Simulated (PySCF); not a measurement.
Does the answer move with the share of exact exchange?

C4H9N.
InChI=1S/C4H9N/c1-5-4-2-3-4/h4-5H,2-3H2,1H3

Torsions of this conformer, `[CH3:1][NH:2][CH:3]1[CH2:4][CH2:5]1`: C1–N2–C3–C4 -87°.

PySCF, def2-SVPD basis, density fitting, gas phase, PBE0-D3(BJ)/def2-SVP geometry; singlet excitations by full TDDFT with frozen cores, triplets by Tamm–Dancoff TDDFT and ionisation energies by ΔSCF, from the lowest of the holes tried. One functional is left out:

```json
{"functional": "LDA", "exact exchange (%)": "0", "HOMO energy (eV)": "-5.18", "LUMO energy (eV)": "0.15", "lowest singlet excitation (eV)": "5.38", "lowest triplet excitation (eV)": "5.23", "dipole moment (D)": "0.904", "mean polarisability (au)": "60.8", "vertical ionisation energy (eV)": "8.58"}
{"functional": "PBE", "exact exchange (%)": "0", "HOMO energy (eV)": "-5.08", "LUMO energy (eV)": "0.22", "lowest singlet excitation (eV)": "5.37", "lowest triplet excitation (eV)": "5.18", "dipole moment (D)": "0.863", "mean polarisability (au)": "59.9", "vertical ionisation energy (eV)": "8.43"}
{"functional": "B3LYP", "exact exchange (%)": "20", "HOMO energy (eV)": "-6.26", "LUMO energy (eV)": "0.63", "lowest singlet excitation (eV)": "5.87", "lowest triplet excitation (eV)": "5.67", "dipole moment (D)": "0.903", "mean polarisability (au)": "58.1", "vertical ionisation energy (eV)": "8.66"}
{"functional": "BHandHLYP", "exact exchange (%)": "50", "HOMO energy (eV)": "-7.82", "LUMO energy (eV)": "1.41", "lowest singlet excitation (eV)": "6.57", "lowest triplet excitation (eV)": "6.31", "dipole moment (D)": "0.946", "mean polarisability (au)": "55.8", "vertical ionisation energy (eV)": "8.63"}
```

Task: Predict the row of PBE0 (25 % exact exchange) by straight lines through the other rows, and check it.

Result: 
```
                       property   line  computed  computed − line  B3LYP (20 %), for comparison
               HOMO energy (eV)  -6.49     -6.47            +0.02                         -6.26
               LUMO energy (eV)   0.79      0.94            +0.15                          0.63
 lowest singlet excitation (eV)   5.98      6.12            +0.14                          5.87
 lowest triplet excitation (eV)   5.76      5.88            +0.12                          5.67
              dipole moment (D)  0.913     0.907           -0.006                         0.903
       mean polarisability (au)   58.0      57.4             -0.6                          58.1
vertical ionisation energy (eV)   8.59      8.61            +0.02                          8.66
```
